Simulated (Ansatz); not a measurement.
# CH₄O (triplet): the correlation ladder at distance O1–H3 along a hydrogen transfer = 1.287 Å, cc-pVDZ

An exercise on one series of results from a longer session: the logs are not shown, and one member is left open.

The runs use Ansatz 0.2.0, Gaussian basis; cc-pVDZ, core rule «outside noble gas», up to 2 orbitals frozen.

To be run: UHF; CCSD(T) on ROHF; CCSD(T) on UHF; BCCD(T) on ROHF; CISD; CCSDT(Q) on ROHF; CCSDT(Q) on UHF; CASSCF and MRCISD+Q, 4 electrons in 4 orbitals; CASSCF and NEVPT2, 4 electrons in 4 orbitals.

5 further runs of the same task are left out: 5 that didn't finish.

## What is computed

The geometry derives from fragments relaxed apart (PBE0/def2-TZVP) and kept rigid, so it is no stationary point. A hydrogen atom is moved between rigid fragments.

6 atoms, charge 0, spin multiplicity 3.

Atoms are counted from 1 here; the program's logs count them from 0.

Bond lengths: O1–H2 0.960 Å, H3–C4 1.336 Å, C4–H5 1.079 Å, C4–H6 1.079 Å. Angles: H3–C4–H5 112.6°, H3–C4–H6 112.6°, H5–C4–H6 134.8°.

The first run:

Contents of in.yaml:

```yaml
crystal:
  periodic: [false, false, false]
  atoms:
    - {symbol: O, position_ang: [-1.206958, -0.029147, 0.000000]}
    - {symbol: H, position_ang: [-1.456267, 0.897428, 0.000000]}
    - {symbol: H, position_ang: [0.080042, -0.029147, 0.000000]}
    - {symbol: C, position_ang: [1.416042, -0.029147, 0.000000]}
    - {symbol: H, position_ang: [1.830511, -0.029147, 0.996161]}
    - {symbol: H, position_ang: [1.830510, -0.029147, -0.996161]}
basis:
  gaussian: {orbitals: cc-pVDZ}
magnetization: {spin_polarized: true, initial_magnetization: 2}
hamiltonian: {xc: hf}
output: {orbitals: {seedname: orbitals}}
```

Run with:

```sh
$ ansatz run in.yaml --threads 1 --pin off --events-out ev --progress --plain --max-ram 2393MiB
```

Steps of the session up to this table: UHF; CCSD(T) on ROHF; CCSD(T) on UHF; BCCD(T) on ROHF; CISD; CCSDT(Q) on ROHF; CCSDT(Q) on UHF; CASSCF and MRCISD+Q, 4 electrons in 4 orbitals; CASSCF and NEVPT2, 4 electrons in 4 orbitals.

One table of the session follows, with a row left open; its other results are not shown here.

It belongs to the step «Misses and costs». 

| method | from UCCSDT(Q) (meV) |
| --- | --- |
| ROHF | +9970.4 |
| UHF | +9384.8 |
| RMP2 | +1152.9 |
| UMP2 | +1232.5 |
| CISD | +1094.1 |
| RCCSD | +245.9 |
| UCCSD | +227.8 |
| RCCSD(T) | +42.2 |
| UCCSD(T) | +42.2 |
| BCCD(T) | +42.5 |
| RCCSDT | +21.3 |
| UCCSDT | +18.9 |
| RCCSDT(Q) | +0.8 |
| UCCSDT(Q) | 0 |
| CASSCF pair | +8970.8 |
| NEVPT2 pair | ? |
| MRCISD pair | +878.8 |
| MRCISD+Q pair | +134.9 |

Estimate the missing values for NEVPT2 pair.

The run gave: from UCCSDT(Q) (meV): +1057.1. In the column «from UCCSDT(Q) (meV)» it lies between MRCISD pair (+878.8) and CISD (+1094.1).

Limits of these values: Restricted and unrestricted rows rest on different reference determinants; where their highest levels disagree by more than a few hundredths of an eV, they describe different states and don't form one ladder.
